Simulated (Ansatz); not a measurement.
MgOS: where a starting geometry ends

The starting geometry of this gas-phase triplet was optimised with GFN2-xTB as a singlet.

```xyz
3

Mg    0.5966   -0.4697   -1.1900
O    -0.2773    0.4020    1.3911
S    -0.7227    0.9073    0.0320
```

Question: Predict what it relaxes into with B3LYP-D3(BJ)/6-311G**.

Answer: A new bond forms, giving a structure given below by its coordinates. Contacts that close: Mg1–O2 (2.86 → 1.98 Å).

The energy falls by 0.75 eV over 8 steps:

```tsv
step	E − E(last) (eV)
1	0.747
2	0.534
3	0.391
4	0.110
5	0.007
6	0.001
7	0.000
8	0.000
```

Final geometry (Å):

```xyz
3

Mg    0.6146   -0.4977   -0.8031
O    -0.0350    0.1541    0.9500
S    -0.9830    1.1833    0.0862
```

The end wasn't checked by frequencies. Open shells are spin-unrestricted. The triplet needn't be the ground state. Run with Ansatz 0.2.0, 19 s on 1 thread of Intel(R) Xeon(R) 6975P-C (Granite Rapids), with other jobs on the host.
